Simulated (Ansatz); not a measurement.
in.yaml

```yaml
crystal:
  periodic: [false, false, false]
  atoms:
    - {symbol: Ge, position_ang: [-0.915631, 0.000000, 0.000000]}
    - {symbol: H, position_ang: [-1.427081, 1.446599, 0.000000]}
    - {symbol: H, position_ang: [-1.427080, -0.723300, 1.252792]}
    - {symbol: H, position_ang: [-1.427081, -0.723299, -1.252792]}
    - {symbol: H, position_ang: [0.681369, 0.000000, 0.000000]}
    - {symbol: Si, position_ang: [2.497369, 0.000000, 0.000000]}
basis:
  gaussian: {orbitals: cc-pVDZ}
magnetization: {spin_polarized: false, initial_magnetization: 2}
correlation: {method: ccsd_t, electrons: outside_noble_gas}
output: {forces: true}
```

```sh
$ ansatz run in.yaml --threads 1 --pin off --events-out ev --progress --plain --max-ram 2393MiB
```

Task: Roughly how long does this take on 1 thread of AMD EPYC 9R05, shared host, and how much host memory?

Result: 4.5 s wall and 0.24 GiB.

```
684 factors; integrals over basis functions are off by at most 1.6e-3 eV
mean field evaluation 1: about -64394.3495 eV, gradient 1.1e1 eV
mean field evaluation 2: about -64394.3528 eV, gradient 1.1e1 eV
mean field evaluation 4: about -64395.2588 eV, gradient 8.4e-1 eV
mean field evaluation 8: about -64395.2627 eV, gradient 1.2e-4 eV
mean field evaluation 16: about -64393.4881 eV, gradient 7.2e0 eV
mean field evaluation 32: about -64395.2627 eV, gradient 3.2e-3 eV
mean field evaluation 64: about -64394.1368 eV, gradient 2.9e-1 eV
mean field evaluation 96: about -64394.1385 eV, gradient 6.5e-3 eV
mean field evaluation 128: about -64394.1385 eV, gradient 4.5e-3 eV
mean field -64395.26272014 eV, -2366.4822562885 hartree, gradient 6.3e-7 eV, S^2 2.000000; 6 other end points of the search recorded, 0 dependent functions left out
determinant -64395.26272014 eV, -2366.4822562885 hartree, with singles and doubles -64401.18314428 eV, -2366.6998278625 hartree
determinant -64394.13849817 eV, -2366.4409418929 hartree, with singles and doubles -64400.20788446 eV, -2366.6639877252 hartree
19 core orbitals not correlated: weight in the atoms' cores, before any rotation towards them, 0.999 or more for the frozen orbitals, at most 0.000 for the correlated occupied ones
reference -64395.26272014 eV, -2366.4822562885 hartree; 7, 5 occupied and 39, 41 virtual orbitals, 684 factors
second order -4.58330486 eV of doubles, -0.06942185 eV of singles
cycle   1  -5.92025142 eV  change    1.7e-4 eV  update   3.0e-4
cycle   2  -5.92018197 eV  change    6.9e-5 eV  update   2.0e-4
cycle   3  -5.92014730 eV  change    3.5e-5 eV  update   1.1e-4
cycle   4  -5.92018718 eV  change   -4.0e-5 eV  update   4.3e-5
cycle   5  -5.92020796 eV  change   -2.1e-5 eV  update   1.6e-5
cycle   6  -5.92020718 eV  change    7.8e-7 eV  update   7.6e-6
cycle   7  -5.92020081 eV  change    6.4e-6 eV  update   2.2e-6
cycle   8  -5.92019878 eV  change    2.0e-6 eV  update   8.2e-7
cycle   9  -5.92019900 eV  change   -2.2e-7 eV  update   3.0e-7
perturbative correction -0.13100635 eV, -0.0048143946 hartree
the calculation of the forces begins
Total energy: -64401.31392549 eV, -2366.7046339834 hartree
Atom 0 at    -0.915631     0.000000     0.000000 Å, force    -0.085150    -0.000004     0.000000 eV/Å
Atom 1 at    -1.427081     1.446599     0.000000 Å, force     0.142158     0.146466     0.000000 eV/Å
Atom 2 at    -1.427080    -0.723300     1.252792 Å, force     0.142158    -0.073231     0.126838 eV/Å
Atom 3 at    -1.427081    -0.723299    -1.252792 Å, force     0.142158    -0.073231    -0.126838 eV/Å
Atom 4 at     0.681369     0.000000     0.000000 Å, force    -0.764508     0.000000     0.000000 eV/Å
Atom 5 at     2.497369     0.000000     0.000000 Å, force     0.423183     0.000000     0.000000 eV/Å
Dipole moment:    -0.511335     0.000000     0.000000 e Å
```

Forces (eV/Å):
```
Ge  -0.085  0.000  0.000
H    0.142  0.146  0.000
H    0.142 -0.073  0.127
H    0.142 -0.073 -0.127
H   -0.765  0.000  0.000
Si   0.423  0.000  0.000
```
